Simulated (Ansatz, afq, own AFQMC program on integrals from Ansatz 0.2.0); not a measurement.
CH$_{4}$Br, doublet in cc-pVTZ, levels against AFQMC with the constraint released

```xyz
6

Br   -0.4618    0.0000    0.0000
H     1.1912    0.0000    0.0000
C     2.3742    0.0000    0.0000
H     2.3742   -1.0800    0.0000
H     2.3742    0.5400    0.9353
H     2.3742    0.5400   -0.9353
```

Connectivity, by distances: Br ··· CH3, 1 bridging H.

Basis cc-pVTZ. Only valence electrons are correlated. Ansatz 0.2.0 and our own AFQMC program on the same integrals; the CISD trial comes from CCSD amplitudes, and released means the phaseless constraint is let go. ± is one standard error of the sampling. No spin–orbit coupling.

Determinant: UHF, the one that the program's search chose, which needn't be the lowest solution. The geometry is a point of a scan.

No full CI on the walks' own integrals is used here. The released AFQMC energy serves as the reference, which it does only where one determinant dominates, the energy is flat over the last release times and near the phaseless one (40 meV or 2 meV an electron, half that with transition metals). On small molecules, where full CI could be run and the noise was under 10 meV, such values lay within 10 meV of it in 19 cases of 20, a flattering rate, since the rule was set on those same cases; what remains of the bias isn't in the error bar.

Cautions: no relativity below Rb; no spin-orbit coupling; inner d shell frozen; the released value is read at 1.50 1/Eh with a noise of 11 meV, more than in the cases checked (meV from the phaseless value at times in 1/Eh: 0 ± 5 at 0.24, -3 ± 10 at 0.51, -17 ± 19 at 0.99, -19 ± 11 at 1.50).

- T1 diagnostic: 0.0125
- weight of the determinant in the CISD state: 0.860
- ⟨S²⟩ of the determinant: 0.788
- size of the correlated space: 15 electrons in 114 orbitals

Reference: AFQMC with the constraint released, correlation energy -11.058 ± 0.011 eV.

| level | E − E(reference) (kJ/mol) | share of correlation (%) |
| --- | --- | --- |
| HF | 1066.9 ± 1.1 | 0.00 |
| MP2 | 136.8 ± 1.1 | 87.18 |
| CCSD | 41.6 ± 1.1 | 96.10 |
| CCSD(T) | 4.6 ± 1.1 | 99.57 |
| ph-AFQMC/CISD | 1.9 ± 1.3 | 99.82 |

A walk keeps the symmetry of its determinant, which the program's search chose and which needn't be the lowest solution, so a lower state of the same spin and another symmetry isn't excluded. Released energies are given only where the last usable release times agree within the noise; a slower fall can still hide under it.
